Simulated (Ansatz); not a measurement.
`[SiH3][AlH][SH]` → Al• + 5 H• + S• + Si•  (atomization)

Isolated molecules relaxed with PBE0-D4/def2-TZVP in Ansatz; ΔE leaves out vibrations. CBS: MP2 limit from def2 TZ/QZ plus the TZ coupled-cluster correction, frozen cores. This one scheme is used for every species, atoms too. Functionals use def2-TZVPP. HSE06 is defined as in plane-wave codes. Open shells (•) are unrestricted, without spin–orbit coupling. Spin–orbit coupling would lower the free atoms: a little for Al, S, Si. One conformer a species, not always the lowest.

| level | ΔE (kJ/mol) | difference from CCSD(T)/CBS |
| --- | --- | --- |
| LDA (SPW92) | 2420.1 | 215.0 |
| revPBE-D4 | 2141.4 | -63.7 |
| BLYP-D4 | 2158.7 | -46.4 |
| r2SCAN-D4 | 2205.0 | -0.1 |
| PBE0-D4 | 2167.8 | -37.3 |
| r2SCANh-D4 | 2197.3 | -7.8 |
| ωB97X-V | 2222.3 | 17.2 |
| ωB97M-V | 2202.0 | -3.1 |
| PBE | 2156.4 | -48.7 |
| r2SCANh | 2193.3 | -11.8 |
| HSE06 | 2156.1 | -49.0 |
| HF/def2-SVP | 1645.6 | -559.5 |
| CCSD/def2-SVP | 2029.1 | -176.0 |
| SCS-MP2/def2-TZVPP | 2148.6 | -56.5 |
| MP2/CBS(def2) | 2184.8 | -20.3 |
| CCSD/CBS(def2) | 2182.2 | -22.9 |
| CCSD(T)/CBS | 2205.1 | 0 |

Largest T1 diagnostic among the species: 0.018.

From r2SCAN to r2SCAN0 (25 % exact exchange), in def2-TZVPP and without D4, ΔE moves by −19.3 kJ/mol: exact exchange takes away binding that semilocal exchange gives to molecules. At CCSD(T), def2-SVP lies −158.8 kJ/mol from the extrapolated value and def2-TZVPP −60.8 kJ/mol: correlation converges slowly with the basis, and small sets miss more of it in the bonded molecule than in its fragments. Leaving LDA and LC-ωPBE aside and taking each functional with its dispersion term where it has one, the values, not all of them listed here, spread over 95.8 kJ/mol, from revPBE-D4 to B97M-V. LDA lies +263.7 kJ/mol from PBE without D4, its usual overbinding.

For atomizations the MP2-based limit and the directly extrapolated one differ by several kJ/mol either way, and by 10 to 25 for some Ge, Se and Sn compounds, so smaller differences from it don't rank the levels.
